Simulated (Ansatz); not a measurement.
in.yaml

```yaml
crystal:
  periodic: [false, false, false]
  atoms:
    - {symbol: P, position_ang: [0.000000, 0.000000, 0.000000]}
    - {symbol: P, position_ang: [0.000000, 0.000000, 2.439000]}
basis:
  gaussian: {orbitals: 6-31G}
total_charge: 1
magnetization: {spin_polarized: false, initial_magnetization: 1}
correlation: {method: ccsdtq, electrons: outside_noble_gas}
```

```sh
$ ansatz run in.yaml --threads 1 --pin off --events-out ev --progress --plain --max-ram 2393MiB
```

Roughly how long does this take on 1 thread of Arm Neoverse V1, shared host, and how much host memory?

66 s wall and 0.41 GiB.

```
493 factors; integrals over basis functions are off by at most 4.7e-8 eV
mean field evaluation 1: about -18529.6681 eV, gradient 2.6e0 eV
mean field evaluation 2: about -18529.6718 eV, gradient 2.6e0 eV
mean field evaluation 4: about -18529.7001 eV, gradient 8.6e-2 eV
mean field evaluation 8: about -18529.7001 eV, gradient 4.8e-5 eV
mean field evaluation 16: about -18529.6969 eV, gradient 2.5e-1 eV
mean field evaluation 32: about -18530.1371 eV, gradient 2.3e-2 eV
mean field evaluation 64: about -18528.8805 eV, gradient 2.0e-4 eV
mean field evaluation 96: about -18528.6609 eV, gradient 7.3e-2 eV
mean field evaluation 128: about -18525.8442 eV, gradient 4.8e-2 eV
mean field evaluation 160: about -18530.1371 eV, gradient 1.1e-4 eV
...
mean field -18530.13711766 eV, -680.9699788960 hartree, gradient 1.9e-6 eV, S^2 0.750000; 17 other end points of the search recorded, 0 dependent functions left out
...
determinant -18530.13711766 eV, -680.9699788960 hartree, with singles and doubles -18534.11120355 eV, -681.1160238586 hartree
determinant -18529.70012383 eV, -680.9539196689 hartree, with singles and doubles -18534.13683251 eV, -681.1169657057 hartree
determinant -18528.99212982 eV, -680.9279013690 hartree, with singles and doubles -18531.84927970 eV, -681.0328996905 hartree
determinant -18528.88048817 eV, -680.9237986140 hartree, with singles and doubles -18531.84876166 eV, -681.0328806527 hartree
determinant -18528.66036380 eV, -680.9157091926 hartree, with singles and doubles -18534.19635263 eV, -681.1191530297 hartree
determinant -18528.34635561 eV, -680.9041696046 hartree, with singles and doubles -18533.85053087 eV, -681.1064443145 hartree
determinant -18527.37364278 eV, -680.8684230674 hartree, with singles and doubles -18532.32468065 eV, -681.0503703529 hartree
determinant -18526.80335096 eV, -680.8474652296 hartree, with singles and doubles -18528.96724708 eV, -680.9269869451 hartree
determinant -18530.13711766 eV, -680.9699788960 hartree, with singles and doubles -18534.18201094 eV, -681.1186259822 hartree
determinant -18529.70012383 eV, -680.9539196689 hartree, with singles and doubles -18534.14009246 eV, -681.1170855064 hartree
determinant -18528.66036380 eV, -680.9157091926 hartree, with singles and doubles -18533.84192963 eV, -681.1061282245 hartree
determinant -18528.34635561 eV, -680.9041696046 hartree, with singles and doubles -18533.87584728 eV, -681.1073746755 hartree
...
unrestricted determinant -18532.10618974 eV, -681.0423409600 hartree, S^2 2.5955
10 core orbitals not correlated: weight in the atoms' cores, before any rotation towards them, 1.000 or more for the frozen orbitals, at most 0.000 for the correlated occupied ones
reference -18529.70012383 eV, -680.9539196689 hartree; 5, 4 occupied and 11, 12 virtual orbitals, 493 factors
second order -4.71046863 eV of doubles, -0.00264925 eV of singles
...
cycle  14  -4.78712056 eV  change   -7.0e-5 eV  update   7.1e-5
cycle  15  -4.78706389 eV  change    5.7e-5 eV  update   3.7e-5
cycle  16  -4.78710133 eV  change   -3.7e-5 eV  update   2.5e-5
cycle  17  -4.78708160 eV  change    2.0e-5 eV  update   1.2e-5
cycle  18  -4.78707910 eV  change    2.5e-6 eV  update   6.6e-6
cycle  19  -4.78707329 eV  change    5.8e-6 eV  update   3.7e-6
cycle  20  -4.78707318 eV  change    1.1e-7 eV  update   2.1e-6
cycle  21  -4.78707633 eV  change   -3.1e-6 eV  update   1.2e-6
cycle  22  -4.78707702 eV  change   -6.9e-7 eV  update   7.0e-7
cycle  23  -4.78707721 eV  change   -1.9e-7 eV  update   5.0e-7
WARN: these amplitudes may be one of several solutions (largest doubles amplitude 0.32, level shift 1.76 eV)
Total energy: -18534.48720104 eV, -681.1298415116 hartree
```

The determinant lies 0.44 eV above the lowest one of its kind in the log.

For the same geometry and basis full CI lies 21.1 meV lower. The program flagged this run's energy as in doubt.
